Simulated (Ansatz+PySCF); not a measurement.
Values are calculated unless marked as measured or tabulated.
A run of PySCF 2.14.0 on doublet CH₃S at this shape:

```yaml
atoms:
  - { symbol: H, position_ang: [1.6786, -0.9105, 0.0008] }
  - { symbol: C, position_ang: [1.1393, 0.0237, -0.0316] }
  - { symbol: S, position_ang: [-0.5730, -0.0883, 0.0089] }
  - { symbol: H, position_ang: [-0.8486, 1.2280, -0.0921] }
  - { symbol: H, position_ang: [1.6424, 0.9630, 0.1360] }
```

Its results:

| Quantity | Value |
| --- | --- |
| Converged | yes |
| Reference energy | -437.13146 hartree |
| Correlation energy | -0.32848 hartree |
| Total energy | -437.45993 hartree |
| Spin squared of the determinant | 0.770 |

Problem. Which input gives this output? Name the method, the orbitals and the basis set, and write the input.

Solution. UHF-MP2 in cc-pVTZ on H, C; cc-pV(T+d)Z on S.

```python
from pyscf import gto, scf, mp

# the (T+d) and (D+d) sets load through basis_set_exchange
mol = gto.M(atom="""
H 1.678570 -0.910500 0.000750
C 1.139310 0.023650 -0.031570
S -0.573040 -0.088330 0.008850
H -0.848590 1.228010 -0.092120
H 1.642430 0.963030 0.135980
""", basis={'C': 'cc-pvtz', 'H': 'cc-pvtz', 'S': 'cc-pv(t+d)z'}, charge=0, spin=1)
mf = scf.UHF(mol)
mf.kernel()
pt = mp.MP2(mf, frozen=6).run()
print(mf.e_tot, pt.e_corr, pt.e_tot)
```
